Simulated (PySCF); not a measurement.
**Dipole moment and polarisability across levels of theory**

Species: chlorobenzene, C6H5Cl.
InChI=1S/C6H5Cl/c7-6-4-2-1-3-5-6/h1-5H

PySCF, dipoles from the SCF density, polarisabilities from static response with core orbitals frozen. Isolated species at its PBE0-D3(BJ)/def2-SVP geometry, gas phase.

Reference dipole: 1.780 D (measured, gas; NIST CCCBDB Release 22 (SRD 101), experimental dipoles). Reference polarisability: 11.861 Å³ (measured, gas; NIST CCCBDB Release 22 (SRD 101), experimental polarizabilities). The anisotropy is √(½[(α1 − α2)² + (α2 − α3)² + (α3 − α1)²]).

```csv
level,μ (D),error (%),α (au),error (%),anisotropy (au)
LDA/def2-SVPD,1.660,-6.7,84.84,+6.0,54.64
PBE/def2-SVPD,1.674,-6.0,84.24,+5.2,54.76
B3LYP/def2-SVPD,1.746,-1.9,82.89,+3.6,52.90
PBE0/def2-SVPD,1.776,-0.2,81.97,+2.4,52.04
BHandHLYP/def2-SVPD,1.846,+3.7,80.87,+1.0,50.55
CAM-B3LYP/def2-SVPD,1.799,+1.1,81.73,+2.1,51.29
wB97X-D/def2-SVPD,1.829,+2.8,81.78,+2.2,50.51
LC-wPBE/def2-SVPD,1.857,+4.3,79.72,-0.4,49.35
HF/def2-SVPD,1.973,+10.8,79.39,-0.8,47.79
PBE0/6-31G*,1.838,+3.3,65.60,-18.0,63.06
PBE0/def2-SVP,1.566,-12.1,68.07,-15.0,56.63
PBE0/6-31+G*,1.795,+0.8,77.20,-3.6,52.40
PBE0/aug-cc-pVDZ,1.728,-2.9,83.50,+4.3,52.14
PBE0/def2-TZVP,1.667,-6.4,78.36,-2.1,54.42
```

For the dipole, the smallest error is 0.2% (PBE0/def2-SVPD) and the largest 12.1% (PBE0/def2-SVP). For the polarisability, the smallest error is 0.4% (LC-wPBE/def2-SVPD) and the largest 18.0% (PBE0/6-31G*). The dipole runs from 1.57 D (PBE0/def2-SVP) to 1.97 D (HF/def2-SVPD). In one basis (def2-SVPD) the functionals order the polarisability from HF (lowest) to LDA (highest), a spread of 7%. With PBE0 the polarisability is 70.68 au without diffuse functions (mean of 6-31G*, def2-SVP and def2-TZVP) and 80.89 au with them (mean of 6-31+G*, def2-SVPD and aug-cc-pVDZ). Measured values can belong to vibrating molecules; the computed ones are for one fixed geometry.
